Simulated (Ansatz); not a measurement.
**How methods differ on SiNH4O (SMILES N[SiH]O)**

The species is SiNH4O (7 atoms), meant as a doublet with charge 0. As SMILES, `N[SiH]O`. Geometry: optimised at r2SCAN/def2-SVP. This is one conformer, not always the lowest.

Each level gives the adiabatic ionisation energy (to the singlet cation, shapes relaxed at r2SCAN/def2-SVP, no zero-point term) (eV). The values are calculated.

| level | kind | program | value (eV) | less CCSD(T)/def2-TZVP | CPU time (all runs) |
| --- | --- | --- | --- | --- | --- |
| USVWN5/def2-TZVP | LDA | Ansatz | 6.19 | +0.07 | 2.2 s |
| UBLYP/def2-TZVP | GGA | Ansatz | 6.14 | +0.02 | 4.4 s |
| U-r2SCAN/def2-TZVP | meta-GGA | Ansatz | 6.33 | +0.21 | 9.4 s |
| UB3LYP/def2-TZVP | global hybrid | Ansatz | 6.29 | +0.17 | 5 s |
| UPBE0-D4/def2-TZVP | global hybrid | Ansatz | 6.32 | +0.20 | 4.6 s |
| UCAM-B3LYP/def2-TZVP | range-separated hybrid | Ansatz | 6.27 | +0.15 | 5.6 s |
| UB2PLYP/def2-TZVP | double hybrid | Ansatz | 6.14 | +0.02 | 8.1 s |
| UCCSD(T)/def2-TZVP | coupled cluster or CI | Ansatz | 6.12 | 0.00 | 51 s |

UCCSD(T)/def2-TZVP is the highest level here, not the true value. The values span 6.12 to 6.33 eV. Times are those of the runs behind each value, whatever else they computed, on shared processors of several kinds: orders of magnitude only.
